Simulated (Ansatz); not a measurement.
Energy needed to pull apart AlH$_{2}$SO (SMILES [OH][Al][SH]), doublet, into free ground-state atoms, from the structure below (displaced at random from its PBE0-D4/def2-TZVP minimum); no zero-point or spin–orbit terms; open-shell atoms are treated unrestricted, in their ground-state multiplicity.

```tsv
atom	x (Å)	y (Å)	z (Å)
O1	-1.0028	-1.2800	0.2334
Al2	-0.3864	0.1991	-0.3027
S3	1.6102	0.7576	0.2992
H4	-1.8907	-1.6404	0.0792
H5	1.6225	1.9007	-0.3403
```

Ansatz 0.2.0; basis: def2-TZVPP; cores frozen in the correlated methods; orbitals are unrestricted.

```json
{"method": "PBE-D4", "atomization energy (kJ/mol)": "?"}
{"method": "r2SCAN-D4", "atomization energy (kJ/mol)": "1591"}
{"method": "PBE0-D4", "atomization energy (kJ/mol)": "1553"}
{"method": "wB97M-V", "atomization energy (kJ/mol)": "1569"}
{"method": "HF", "atomization energy (kJ/mol)": "1095"}
{"method": "MP2", "atomization energy (kJ/mol)": "1570"}
{"method": "CCSD", "atomization energy (kJ/mol)": "?"}
{"method": "CCSD(T)", "atomization energy (kJ/mol)": "1517"}
```

Question: What does PBE-D4 give? (Judge from chemistry; the value comes from the calculation.)

Answer: The calculation gives: 1593 kJ/mol, which is about 76 kJ/mol more than CCSD(T)/def2-TZVPP.

Question: What does CCSD give? (An estimate is asked for; the value comes from the calculation.)

Answer: By the calculation: 1487 kJ/mol, which is about 30 kJ/mol less than CCSD(T)/def2-TZVPP.

In triple zeta the MP2 and coupled-cluster atomization energies are still short of their basis limit by a few kcal/mol a bond, whereas those of the functionals are nearly converged, so these differences are not deviations from converged CCSD(T).

No T1 diagnostic of these runs exceeds 0.016. ⟨S²⟩ of the unrestricted Hartree–Fock references: 0.75 (a pure state has 0.75).

For scale, one of the runs: CCSD(T)/def2-TZVPP forces, 143 basis functions (an equivalent command: `ansatz run in.yaml --threads 2`). Time: 5.5 min of wall clock on 2 CPU threads; the host was shared. Peak host memory: 3.1 GiB.
